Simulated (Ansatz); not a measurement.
# C₂H₂FNS: small, medium and large basis sets

An exercise on one series of results from a longer session: the logs are not shown, and one member is left open.

Program: Ansatz 0.2.0, Gaussian basis. Level of theory: one geometry, several basis sets. These are calculated values, not measurements.

The runs, in order: PBE0-D4/def2-SVP; ωB97M-V/def2-SVP; PBE0-D4/def2-QZVPP; ωB97M-V/def2-QZVPP; the functionals' def2-TZVPP values are taken from earlier runs.

## The relaxed structure

An earlier PBE0-D4 in a triple-zeta def2 set relaxation fixed the geometry.

7 atoms, charge 0, spin multiplicity 1.

Atoms are counted from 1 here; the program's logs count them from 0.

Bond lengths: F1–C2 1.363 Å, C2–S3 1.769 Å, C2–C4 1.421 Å, C2–N5 1.472 Å, S3–H6 1.345 Å, C4–N5 1.259 Å, C4–H7 1.082 Å. Angles: F1–C2–S3 112.7°, F1–C2–C4 118.2°, F1–C2–N5 113.9°, S3–C2–C4 124.3°, S3–C2–N5 122.6°, C4–C2–N5 51.5°, C2–S3–H6 95.3°, C2–C4–N5 66.3°, C2–C4–H7 153.8°, N5–C4–H7 139.9°, C2–N5–C4 62.1°.

The first run:

The input, in.yaml:

```yaml
crystal:
  periodic: [false, false, false]
  atoms:
    - {symbol: F, position_ang: [-0.920461, -1.323929, 0.173830]}
    - {symbol: C, position_ang: [-0.150031, -0.203723, 0.075852]}
    - {symbol: S, position_ang: [0.372932, 0.406454, 1.652142]}
    - {symbol: C, position_ang: [-0.273793, 0.595721, -1.092413]}
    - {symbol: N, position_ang: [0.718502, -0.178194, -1.112349]}
    - {symbol: H, position_ang: [1.081978, -0.688164, 1.979885]}
    - {symbol: H, position_ang: [-0.768027, 1.323737, -1.722645]}
basis:
  gaussian: {orbitals: def2-SVP}
hamiltonian: {xc: pbe0, dispersion: d4}
output: {orbitals: {seedname: orbitals}}
```

The run is started by

```console
$ ansatz run in.yaml --threads 2 --pin off --events-out ev --progress --plain --max-ram 4352MiB
```

Among the steps run: PBE0-D4 in def2-SVP; ωB97M-V in def2-SVP; PBE0-D4 in def2-QZVPP; ωB97M-V in def2-QZVPP.

One of the session's tables, all rows but one given; the rest of the session is left out.

```
functional       basis  HOMO (eV)
   PBE0-D4    def2-SVP      -7.42
   PBE0-D4  def2-TZVPP      -7.54
   PBE0-D4  def2-QZVPP      -7.59
   ωB97M-V    def2-SVP      -9.63
   ωB97M-V  def2-TZVPP          ?
   ωB97M-V  def2-QZVPP      -9.83
```

Q: Estimate the row for ωB97M-V, def2-TZVPP from the others.

The run gave: HOMO (eV): -9.78. In the column «HOMO (eV)» it lies between ωB97M-V, def2-QZVPP (-9.83) and ωB97M-V, def2-SVP (-9.63).
